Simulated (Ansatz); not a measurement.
`C=CCCCl` + H₂ → `CCCl` + ethylene at 600 K and 1 bar (hydrogenolysis of a C–C bond).

Calculated with Ansatz (gas phase, PBE0-D4/def2-TZVP geometries, no zero-point term in ΔE). CBS: MP2 limit from def2 TZ/QZ plus the TZ coupled-cluster correction, frozen cores. This one scheme is used for every species. Each species was taken in one conformer, which may not be the lowest.

```json
{"species": "`C=CCCCl`", "CCSD(T)/CBS energy (Eh)": "-616.18320", "H − E (kJ/mol)": "320.1", "S (J/(mol·K))": "413.9"}
{"species": "H₂", "CCSD(T)/CBS energy (Eh)": "-1.17544", "H − E (kJ/mol)": "43.9", "S (J/(mol·K))": "150.8"}
{"species": "`CCCl`", "CCSD(T)/CBS energy (Eh)": "-538.89655", "H − E (kJ/mol)": "212.5", "S (J/(mol·K))": "329.5"}
{"species": "`C=C`", "CCSD(T)/CBS energy (Eh)": "-78.48111", "H − E (kJ/mol)": "161.6", "S (J/(mol·K))": "257.2"}
```

H − E and S are ideal-gas, rigid-rotor, harmonic terms from PBE0-D4/def2-TZVP, for one conformer and one mirror image of each species. The MP2-based limit puts H₂ 0.8 mEh under its directly extrapolated value; such offsets cancel only in part. 1 Eh = 2625.50 kJ/mol, R = 8.31446 J/(mol·K).

Task: By hand: ΔE, ΔH, ΔS and ΔG.

Result: ΔE = (-538.89655) + (-78.48111) − (-616.18320) − (-1.17544) = -0.01902 Eh = -49.9 kJ/mol. Δ(H − E) = 212.5 + 161.6 − 320.1 − 43.9 = 10.1, so ΔH = -39.8 kJ/mol. ΔS = 329.5 + 257.2 − 413.9 − 150.8 = 22.0 J/(mol·K). ΔG = -39.8 − 600 × (22.0)/1000 = -53.0 kJ/mol.

Task: By hand: the equilibrium constant, and the temperature at which ΔG would vanish if ΔH and ΔS stayed fixed.

Result: log₁₀ K = −ΔG/(RT ln 10) = 4.6. ΔH and −TΔS have one sign here, so there is no such temperature.

ΔH outweighs TΔS. A doubt of 5 kJ/mol in ΔE shifts log₁₀ K by 0.4 here. Other conformers and mirror images would add mixing entropy, several J/(mol·K) or more a flexible species. These are equilibria of isolated gas molecules and say nothing of rates. Largest T1 diagnostic: 0.011 (customary marks: 0.02 for closed shells, 0.045 for open ones).
